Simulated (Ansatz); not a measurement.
**Low doublet and quartet states of HBAl by full CI**

```yaml
atoms:
  - { symbol: B, position_ang: [0.0000, -0.0920, 0.3143] }
  - { symbol: Al, position_ang: [0.0000, -0.0334, -1.8050] }
  - { symbol: H, position_ang: [0.0000, 0.1253, 1.4907] }
```

Basis 6-31G; Ansatz 0.2.0. Only valence electrons are correlated (noble-gas cores frozen), which leaves 7 electrons in 18 orbitals.

Question: From the orbital picture of this species, estimate the order, symmetries and energies of the lowest 4 doublet and 2 quartet states at this geometry (other spins aside; irreps A', A'' in the program's axes; members of a degenerate level count singly).

Answer: Full CI in 6-31G gives:
```json
{"2S+1": "2", "irrep": "A''", "energy above the lowest listed (eV)": "0.000"}
{"2S+1": "2", "irrep": "A'", "energy above the lowest listed (eV)": "0.004"}
{"2S+1": "4", "irrep": "A''", "energy above the lowest listed (eV)": "0.082"}
{"2S+1": "2", "irrep": "A'", "energy above the lowest listed (eV)": "1.063"}
{"2S+1": "2", "irrep": "A''", "energy above the lowest listed (eV)": "1.063"}
{"2S+1": "4", "irrep": "A'", "energy above the lowest listed (eV)": "2.460"}
```

65 s on 1 thread of Arm Neoverse V1, shared host.
